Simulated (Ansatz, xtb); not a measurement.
# ClH2NSi: where a starting geometry ends

The starting geometry of this gas-phase singlet has its atoms placed at random.

```xyz
5

Cl    1.4006   -1.2506    0.5281
N    -0.7629    0.9228   -0.2424
Si    1.0189    1.1005    0.6145
H    -0.0437   -0.3400    0.9050
H    -0.8940    0.6321    0.6356
```

Problem. Guess where an optimisation with r2SCAN-D4/def2-SVP ends from this start.

Solution. It ends as `N[Si]Cl`. Distances that change by over a tenth: Cl1–Si3 (2.38 → 2.13 Å), N2–Si3 (1.99 → 1.72 Å), Si3–H4 (1.81 → 2.46 Å). Contacts that close: N2–H4 (1.85 → 1.02 Å).

The energy falls by 6.60 eV over 13 steps:

| step | E − E(last) (eV) |
| --- | --- |
| 1 | 6.596 |
| 2 | 4.708 |
| 4 | 2.338 |
| 5 | 1.402 |
| 6 | 0.734 |
| 8 | 0.071 |
| 9 | 0.015 |
| 10 | 0.002 |
| 12 | 0.000 |
| 13 | 0.000 |

Final geometry (Å):

```xyz
5

Cl    2.0282   -1.0188    0.5681
N    -0.4644    0.4706    0.4509
Si    1.1789    0.9282    0.6459
H    -0.8151   -0.4798    0.3395
H    -1.2087    1.1647    0.4363
```

From the same start GFN2-xTB reaches the same bonding as this run.

From so rough a start the end depends on the optimiser's path, so another program may land elsewhere. The end wasn't checked by frequencies. Run with Ansatz 0.2.0, 13 s on 2 threads of Arm Neoverse V2, on a shared host.
